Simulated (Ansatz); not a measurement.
Basis-set extrapolation for CH7BSi (`CB[SiH3]`) (PBE0-D4/def2-TZVP geometry, frozen core, the Gaussian-basis code of Ansatz). Multiplicity 1, RHF reference.

|  | def2-TZVPP | def2-QZVPP |
| --- | --- | --- |
| HF | -355.567246 | -355.579465 |
| MP2 correlation | -0.409720 | -0.436377 |
| CCSD(T) correlation | -0.478149 | not run |

Energies in hartree. Use E(X) = E(∞) + A·exp(−7.88·√X) for Hartree–Fock and E(X) = E(∞) + B·X^(−2.97) for correlation, with X = 3 and 4, and add CCSD(T) minus MP2 of the smaller set to the MP2 limit.

Question: What is the CCSD(T) energy at the basis-set limit?

Answer: HF limit: -355.579465 + (-0.012219) × 0.13774 = -355.58115. MP2 limit: -0.436377 + (-0.026657) × 0.74074 = -0.45612. Higher-order term: -0.478149 − (-0.409720) = -0.06843. Total: -356.10570 hartree, 158.3 kJ/mol below CCSD(T)/def2-TZVPP.
